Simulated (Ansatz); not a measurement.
**BCl: taking an electron away**

Aim: the vertical ionisation energy of BCl, as cation minus neutral at the neutral's geometry, on several levels, and how well −ε(HOMO) stands in for it.

Computed with Ansatz 0.2.0, Gaussian basis. Level: unrestricted cation, the program's frozen cores in correlated methods.

The runs, in order: UKS PBE-D4/def2-TZVPP; UKS r2SCAN-D4/def2-TZVPP; UKS PBE0-D4/def2-TZVPP; UKS B3LYP-D4/def2-TZVPP; UKS wB97X-V/def2-TZVPP; UKS wB97M-V/def2-TZVPP; UKS B2PLYP/def2-TZVPP; UHF-CCSD(T)/def2-TZVPP; UHF-CCSD(T)/def2-QZVPP; extrapolation to the limit; then −ε(HOMO) from the neutral's earlier runs with LDA (SPW92), PBE-D4, revPBE-D4, BLYP-D4, r2SCAN-D4, B97M-V, PBE0-D4, B3LYP-D4, r2SCANh-D4, r2SCAN0-D4, HSE06-D4, BHLYP-D4, CAM-B3LYP-D4, LC-ωPBE, ωB97X-V, ωB97M-V.

### 1 Structure used throughout

An earlier PBE0-D4 in a triple-zeta def2 set relaxation fixed the geometry.

SMILES `[B]Cl`, 2 atoms, charge 0, spin multiplicity 1.

Atoms are counted from 1 here; the program's logs count them from 0.

Bond lengths: B1–Cl2 1.718 Å.

### 2 Cation, UKS PBE-D4/def2-TZVPP

in.yaml

```yaml
crystal:
  periodic: [false, false, false]
  atoms:
    - {symbol: B, position_ang: [-0.000000, -0.000000, -0.069701]}
    - {symbol: Cl, position_ang: [0.000000, 0.000000, 1.648231]}
basis:
  gaussian: {orbitals: def2-TZVPP}
total_charge: 1
magnetization: {spin_polarized: true, initial_magnetization: 1}
hamiltonian: {xc: pbe, dispersion: d4}
```

On the command line:

```
ansatz run in.yaml --threads 2 --pin off --events-out ev --progress --plain --max-ram 22528MiB --backend cpu
```

The runs that follow: Cation, UKS r2SCAN-D4/def2-TZVPP; Cation, UKS PBE0-D4/def2-TZVPP; Cation, UKS B3LYP-D4/def2-TZVPP; Cation, UKS wB97X-V/def2-TZVPP; Cation, UKS wB97M-V/def2-TZVPP; Cation, UKS B2PLYP (frozen core)/def2-TZVPP; Cation, UHF-CCSD(T)/def2-TZVPP; Cation, UHF-CCSD(T)/def2-QZVPP.

**Question.** What will the summary of the whole plan be? Wanted: ionisation energy, CCSD(T)/CBS; nearest functional by difference; nearest −ε(HOMO); −ε(HOMO) of PBE; T1 of the cation.

As calculated:

| quantity | value |
| --- | --- |
| ionisation energy, CCSD(T)/CBS | 10.23 eV |
| nearest functional by difference | ωB97M-V (-0.08 eV) |
| nearest −ε(HOMO) | LC-ωPBE (+0.03 eV) |
| −ε(HOMO) of PBE | 6.24 eV |
| T1 of the cation | 0.024 |

**Reading.** By cation minus neutral, the functionals miss by 0.47 eV at most. −ε(HOMO) of PBE misses by 4.0 eV, since self-interaction lifts the level. Among orbital estimates LC-ωPBE comes nearest. Hartree-Fock falls 1.23 eV short, as the neutral has more correlation energy than the cation.
